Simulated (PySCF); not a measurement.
**Beryllium: a sound run and one with changed settings**

Sound run: Be [He] 2s2, Be⁺ [He] 2s1. All numbers are calculated (PySCF 2.14, the non-relativistic Hamiltonian (point nucleus), in cc-pVDZ). In the sound run the correlated levels freeze 1s2. The sound run starts from symmetry-adapted Hartree-Fock orbitals and uses a fine grid where one is needed.

Changed run: initial guess atom, at most 50 SCF cycles.

```
species   method  sound run (hartree)  changed run (hartree)  converged
     Be      UHF            -14.57234              -14.57234        yes
     Be      PBE            -14.62761              -14.62761        yes
     Be  CCSD(T)            -14.61684              -14.61684        yes
    Be⁺     PBE0            -14.30379              -14.30379        yes
```

Here the plain start reaches the same solutions.
